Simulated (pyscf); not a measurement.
**Substitution at C: `[CH3][SnH3]` + `[H]` [doublet] → `[CH4]` + `[SnH3]` [doublet]**

Gas phase, doublet surface, charge 0. Bonds broken: C1–Sn2. Bonds formed: C1–H9. PySCF, gas phase, ωB97X-D3(BJ)/def2-SVP geometries. Correlated levels are frozen-core, on RHF or UHF. ΔMP2 is the change of the MP2 total energy from the triple- to the quadruple-zeta basis.

Transition state (Å):

```xyz
9

C     -0.3845     1.2337     0.1497
Sn    -0.2144    -1.0424     0.7598
H      0.2287     1.6265     0.9637
H     -1.4715     1.3029     0.2307
H      0.0625     1.1301    -0.8415
H     -0.8480    -1.2833     2.3364
H     -1.0951    -2.0197    -0.3420
H      1.4278    -1.5399     0.7452
H     -0.4981     2.7544    -0.2580
```

One imaginary mode, 1408i cm⁻¹; descent along it reached the two sides named.

```csv
bond,change,reactant side (Å),saddle,product side
C1–Sn2,breaks,2.143,2.363,4.1
C1–H9,forms,3.8,1.578,1.099
```

Electronic energies relative to the separated reactants (eV):

```tsv
level	barrier	reaction energy	reverse barrier
ωB97X-D3(BJ)/def2-TZVP	0.78	-1.55	2.33
PBE/def2-TZVP	0.37	-1.72	2.09
r²SCAN/def2-TZVP	0.38	-1.79	2.17
B3LYP-D3(BJ)/def2-TZVP	0.43	-1.83	2.26
PBE0-D3(BJ)/def2-TZVP	0.53	-1.67	2.20
M06-2X/def2-TZVP	0.65	-1.83	2.48
ωB97M-D3(BJ)/def2-TZVP	0.69	-1.76	2.46
HF/def2-TZVP	1.26	-1.69	2.95
MP2/def2-QZVPP	0.90	-1.47	2.37
CCSD/def2-TZVPP	0.77	-1.74	2.51
CCSD(T)/def2-TZVPP	0.72	-1.68	2.39
CCSD(T)/def2-TZVPP + ΔMP2(QZVPP)	0.70	-1.64	2.34
```

With CCSD(T)/def2-TZVPP + ΔMP2(QZVPP) energies and thermal terms (ideal gas, 1 atm, RRHO with modes under 100 cm⁻¹ raised to 100, one conformer, R ln 2 for chiral ones without a mode under 150 cm⁻¹), in eV:

```csv
T (K),ΔH‡,ΔG‡,ΔH,ΔG
298,0.71,1.00,-1.48,-1.56
600,0.69,1.30,-1.54,-1.63
900,0.67,1.61,-1.61,-1.65
1200,0.66,1.92,-1.68,-1.66
```

The same reactants have a lower exit, to SnH₄ + CH₃• (barrier +0.40 eV at ωB97M-D3(BJ), against +0.69 eV here). One saddle was located; it need not be the lowest between these sides. The angle at the attacked C is 180°. The CCSD(T) − MP2 part came from Ansatz, without density fitting, on the same reference. The frozen core leaves the outer d or s,p core shells of the metals and heavy elements correlated in the MP2 and CC values, and def2-TZVPP describes them poorly, which can shift differences by a few kcal/mol. Elements past Kr carry the def2 core potentials, without spin-orbit coupling.
